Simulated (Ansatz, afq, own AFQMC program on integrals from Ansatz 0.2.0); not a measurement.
**BSiH3, singlet: AFQMC among the cluster methods**

```yaml
atoms:
  - { symbol: Si, position_ang: [0.0000, 0.0000, 0.5052] }
  - { symbol: B, position_ang: [0.0000, 0.0000, -1.3160] }
  - { symbol: H, position_ang: [0.0000, 1.2660, 1.2662] }
  - { symbol: H, position_ang: [0.0000, -1.2660, 1.2662] }
  - { symbol: H, position_ang: [0.0000, 0.0000, -2.4954] }
```

Connectivity, by distances: SiH2–BH.

Basis aug-cc-pVDZ. Noble-gas cores (and the filled d shells of Ga–Kr and In–Xe) are frozen. Ansatz 0.2.0 and our own AFQMC program on the same integrals; the CISD trial comes from CCSD amplitudes, and released means the phaseless constraint is let go. Error bars are statistical, one sigma.

Determinant: RHF, the one that the program's search chose, which needn't be the lowest solution. The geometry is a PBE0/def2-TZVP stationary point of this or a neighbouring charge and spin state.

No full CI on the walks' own integrals is used here; CCSDT(Q) serves as the reference and is uncertain by about the last step of the cluster series.

Cautions: restricted determinant unstable towards unrestricted (UHF 27 meV lower, ⟨S²⟩ 0.27).

- T1 diagnostic: 0.0179
- weight of the determinant in the CISD state: 0.859
- size of the correlated space: 10 electrons in 71 orbitals

```csv
level,correlation energy (eV)
MP2,-4.8634
CCSD,-5.9277
CCSD(T),-6.1548
```

(1) Estimate where AFQMC with the constraint released lies against CCSD(T) on the same integrals.

(1) 4.6 ± 0.3 kJ/mol below CCSD(T).

Reference: CCSDT(Q), correlation energy -6.208 eV. The released energy is read at 2.40 1/Eh (meV from the phaseless value at times in 1/Eh: -4 ± 4 at 0.24, -12 ± 4 at 0.51, -18 ± 5 at 0.99, -19 ± 3 at 1.62, -17 ± 4 at 2.40).

| level | E − E(reference) (kJ/mol) | share of correlation (%) |
| --- | --- | --- |
| CCSD(T) | 5.1 | 99.15 |
| CCSDT | 1.4 | 99.77 |
| ph-AFQMC/HF | -1.0 ± 2.5 | 100.17 |
| ph-AFQMC/CISD | 2.2 ± 0.5 | 99.64 |
| released AFQMC | 0.5 ± 0.3 | 99.92 |

A walk keeps the symmetry of its determinant, which the program's search chose and which needn't be the lowest solution, so a lower state of the same spin and another symmetry isn't excluded. Released energies are given only where the last usable release times agree within the noise; a slower fall can still hide under it.
